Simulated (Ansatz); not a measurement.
Mulliken charges of `C=CCS` from ωB97M-V/def2-TZVPP in Ansatz (PBE0-D4/def2-TZVP geometry).

```csv
atom,x (Å),y (Å),z (Å),charge (e)
C1,-1.333,0.855,-0.524,-0.219
C2,-0.218,0.567,0.131,-0.091
C3,0.739,-0.500,-0.267,-0.169
S4,0.871,-1.845,0.954,-0.155
H5,-1.622,0.310,-1.417,0.087
H6,-1.999,1.642,-0.191,0.103
H7,0.039,1.128,1.027,0.106
H8,0.412,-0.989,-1.188,0.109
H9,1.739,-0.098,-0.444,0.130
H10,1.457,-1.121,1.921,0.100
```

Question: By hand: the dipole of these point charges (1 e Å = 4.8032 D).

Answer: Σ q r = (0.126, 0.215, -0.029) e Å, of length 0.251 e Å = 1.21 D.

Question: How does the dipole of the full density compare? (Best estimate.)

Answer: The calculation gave: (0.059, 0.270, -0.075) e Å, 1.38 D; the point charges give 0.88 times that, at 20° from its direction.

Point charges leave out the atoms' own dipoles, such as those of lone pairs, and Mulliken's split depends on the basis, so the two needn't agree.
